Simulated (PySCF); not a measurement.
# P2⁺: basis, grid and Hamiltonian

Which parts of the numerical set-up matter for P2⁺? Each run edits the base script.

Program: PySCF 2.14.0. Level of theory: each script names its method and basis. These are calculated values, not measurements.

3 further runs of the same task are left out: 1 for a known fault of the program, 2 that didn't finish.

**1. Starting geometry**

P2⁺: 2 atoms, charge 1, spin multiplicity 2.

Bond lengths: P1–P2 1.806 Å.

**2. The run that the others are compared with**

input.py

```python
from pyscf import gto, scf, cc

mol = gto.M(
    atom='P 0 0 0; P 0 0 1.806',
    basis='6-31g',
    charge=1,
    spin=1,
    verbose=4,
)
mf = scf.ROHF(mol)
mf.kernel()
mycc = cc.CCSD(mf)
mycc.kernel()
e = mycc.eeccsd(nroots=4)[0]
print('roots (eV) =', (e*27.211386).round(3))
mf.dip_moment()
print('orbital energies (hartree):', mf.mo_energy[..., max(0, mol.nelec[1]-3):mol.nelec[0]+3].round(4))
```

Started as:

```bash
$ OMP_NUM_THREADS=1 python input.py
```

Its log is not repeated here.

In short: E(SCF) = -680.958331 Eh, 7 cycles, E(CCSD) − E(SCF) = -0.15484 Eh, excitation roots 0.000, 0.973, 0.973, 1.032 eV.

The bond length is a typed value, not an optimised one. The dipole of an ion depends on the origin.

**3. Density fitting cc-pvdz-jkfit**

Edit 1 changes density fitting: none → cc-pvdz-jkfit.

input.py

```python
from pyscf import gto, scf, cc

mol = gto.M(
    atom='P 0 0 0; P 0 0 1.806',
    basis='6-31g',
    charge=1,
    spin=1,
    verbose=4,
)
mf = scf.ROHF(mol)
mf = mf.density_fit(auxbasis='cc-pvdz-jkfit')
mf.kernel()
mycc = cc.CCSD(mf)
mycc.kernel()
e = mycc.eeccsd(nroots=4)[0]
print('roots (eV) =', (e*27.211386).round(3))
mf.dip_moment()
print('orbital energies (hartree):', mf.mo_energy[..., max(0, mol.nelec[1]-3):mol.nelec[0]+3].round(4))
```

Started as:

```bash
$ OMP_NUM_THREADS=1 python input.py
```

**4. X2c-svpall (X2C on)**

Edit 2 changes basis set: 6-31g → x2c-svpall; spin-free X2C: off → on.

Changes to input.py since step 2:

```diff
@@ -4,3 +4,3 @@
     atom='P 0 0 0; P 0 0 1.806',
-    basis='6-31g',
+    basis='x2c-svpall',
     charge=1,
@@ -10,2 +10,3 @@
 mf = scf.ROHF(mol)
+mf = mf.sfx2c1e()
 mf.kernel()
```

**5. Cc-pvdz**

Edit 3 changes basis set: 6-31g → cc-pvdz.

Changes to input.py since step 2:

```diff
@@ -4,3 +4,3 @@
     atom='P 0 0 0; P 0 0 1.806',
-    basis='6-31g',
+    basis='cc-pvdz',
     charge=1,
```

**6. Cc-pvdz-dk (X2C on)**

Edit 4 changes basis set: 6-31g → cc-pvdz-dk; spin-free X2C: off → on.

Changes to input.py since step 2:

```diff
@@ -4,3 +4,3 @@
     atom='P 0 0 0; P 0 0 1.806',
-    basis='6-31g',
+    basis='cc-pvdz-dk',
     charge=1,
@@ -10,2 +10,3 @@
 mf = scf.ROHF(mol)
+mf = mf.sfx2c1e()
 mf.kernel()
```

Before running it: what results should come out? Wanted: for each run, E(SCF); from base; after the SCF.

The runs gave:

```
                          run  E(SCF) (hartree)  from base (eV)  cycles  functions                                   after the SCF
                         base       -680.958331               0       7         26  CCSD correlation -4.213 eV, first root 0.97 eV
density fitting cc-pvdz-jkfit       -680.958183         +0.0040       7         26  CCSD correlation -4.214 eV, first root 1.03 eV
          x2c-svpall (X2C on)       -682.471958  not comparable       8         36  CCSD correlation -6.805 eV, first root 0.13 eV
                      cc-pvdz       -681.081648         -3.3556       8         36  CCSD correlation -6.689 eV, first root 0.13 eV
          cc-pvdz-dk (X2C on)       -682.710934  not comparable       8         36  CCSD correlation -6.687 eV, first root 0.12 eV
```

**Reading.** The largest comparable shift of the SCF energy, -3.356 eV, comes with the run “cc-pvdz”. cc-pvdz (36 functions) gives an energy 3.36 eV lower than 6-31g (26). The dearest run is “density fitting cc-pvdz-jkfit”, at 31 s against 7.1 s.
